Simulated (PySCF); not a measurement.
# BH5SSi: the cost of one run

Programs: PySCF 2.14.0, with density-fitted response routines of our own. Each step states its level of theory. These are calculated values for one molecule in the gas phase, unless marked as measured. Atoms are numbered from 0 throughout.

### Step 1. Starting geometry

8 atoms, charge 0, multiplicity 1; geometry from: PBE0-D3(BJ)/def2-SVP.

Bonds of the start (Å): B0–S1 1.78, S1–Si2 2.17, B0–H3 1.21, B0–H4 1.20, Si2–H5 1.49, Si2–H6 1.49, Si2–H7 1.49.

### Step 2. Spin-spin couplings: B3LYP/def2-TZVP

The job: settings as JSON, then the geometry in Å.

```
{"job": {"kind": "j", "xc": "B3LYP", "basis": "def2-TZVP"}, "charge": 0, "multiplicity": 1}
B      1.804849     0.077803     0.317645
S      0.393976     0.133223     1.400733
Si    -1.198715    -0.138158    -0.050343
H      1.680605    -0.078766    -0.873188
H      2.885537     0.203527     0.835146
H     -1.136187     0.937223    -1.080151
H     -1.069866    -1.473160    -0.700668
H     -2.486206    -0.057275     0.696152
```

With the program's defaults for keys left out, this is: B3LYP/def2-TZVP indirect spin-spin coupling, non-relativistic, gas phase.

The run is started by

```console
> OMP_NUM_THREADS=1 python probes_run.py task.json out
```

One launch serves the whole session: the jobs run in the order shown.

Q: Estimate the wall time and peak memory of this first job on 1 thread of Arm Neoverse V1, shared host.

About 24 s, with a peak of 0.53 GiB.
